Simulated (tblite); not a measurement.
Compound: C₄H₁₁PS.
Structure used (GFN2-xTB), in Å, numbered top down from 1:
```
atom  x, y, z in Å
C1    -2.503   -0.936    1.015
S2    -1.433   -1.690   -0.237
C3    -0.601   -0.191   -0.839
P4     0.464    0.594    0.481
C5     1.796   -0.685    0.502
C6     1.276    1.840   -0.620
H7    -3.251   -0.315    0.528
H8    -2.982   -1.746    1.555
H9    -1.890   -0.341    1.688
H10    0.002   -0.503   -1.694
H11   -1.367    0.513   -1.171
H12    2.219   -0.831   -0.491
H13    2.577   -0.371    1.192
H14    1.372   -1.622    0.858
H15    2.080    2.319   -0.064
H16    1.682    1.375   -1.518
H17    0.550    2.601   -0.898
```

Calculated harmonic vibrations of the isolated species, GFN2-xTB (tblite), most abundant isotopes, no scaling. Errors from tens to a few hundred cm⁻¹ against measured bands are possible. One conformer, not necessarily the lowest.

Harmonic wavenumbers (cm⁻¹): 39.1, 91.7, 131.8, 147.8, 156.7, 175.8, 211.4, 272.7, 286.0, 319.8, 660.8, 706.6, 722.3, 742.0, 753.0, 761.7, 822.6, 862.9, 902.0, 930.6, 949.0, 957.3, 1075.8, 1151.2, 1314.0, 1318.5, 1322.1, 1394.0, 1433.5, 1441.2, 1444.2, 1447.8, 1448.1, 1458.5, 2944.0, 2955.0, 2980.9, 2985.9, 3010.9, 3011.8, 3015.1, 3016.6, 3018.8, 3019.1, 3064.0.

A = 4024, B = 1272, C = 1200 MHz; mass 122.032 u (most abundant isotopes); point group C1, symmetry number 1.

Question: What is the zero-point energy?

Answer: ½Σν̃ = 30437 cm⁻¹ = 87.02 kcal/mol.

Question: Give the ideal-gas entropy at 298.15 K and 1 bar in the rigid-rotor, harmonic-oscillator model (classical rotation).

Answer: Translation 40.34, rotation 28.35, vibration 28.76: S = 97.4 cal/(mol K).

Question: And Cp and H(298.15 K) − H(0)?

Answer: Cp = 35.67 cal/(mol K), of which vibrations give 27.72 (their classical limit is 45 R = 89.4); H(298.15 K) − H(0) = 6.80 kcal/mol without the zero-point energy, 4.43 from vibrations.

Question: How do the functions run with temperature in this model?

Answer: 
| T (K) | S (cal/(mol K)) | Cp (cal/(mol K)) | H − H(0) (kcal/mol) | G − H(0) (kcal/mol) | ln q(vib) |
| --- | --- | --- | --- | --- | --- |
| 150 | 77.6 | 23.8 | 2.42 | -9.22 | 3.10 |
| 250 | 91.5 | 31.6 | 5.18 | -17.70 | 5.76 |
| 400 | 109.1 | 43.8 | 10.86 | -32.78 | 9.49 |
| 600 | 129.4 | 56.4 | 20.96 | -56.68 | 14.17 |
| 900 | 154.8 | 68.9 | 39.91 | -99.44 | 20.62 |

q(vib) and H(0) count from the zero-point level.

Question: Blend soft modes into free rotors: weight 1/[1 + (100 cm⁻¹/ν̃)⁴] for the oscillator and the rest for a rotor with moment μB/(μ + B), μ = h/(8π²ν), B = 10⁻⁴⁴ kg m². What vibrational entropy results?

Answer: 26.73 cal/(mol K) in place of 28.76, which changes −T·S at 298.15 K by +0.60 kcal/mol.

Question: Which modes carry the vibrational entropy at 298.15 K?

Answer: 39.1 cm⁻¹: 5.30; 91.7 cm⁻¹: 3.62; 131.8 cm⁻¹: 2.92; 147.8 cm⁻¹: 2.70; 156.7 cm⁻¹: 2.59; 175.8 cm⁻¹: 2.37 cal/(mol K); the other 39 give 9.25 together.

Hindered rotation and anharmonicity are outside this model. Other conformers, if any are populated, would add a mixing term that is left out. The structure is chiral; the term R ln 2 for an equal mix with its mirror image is left out.
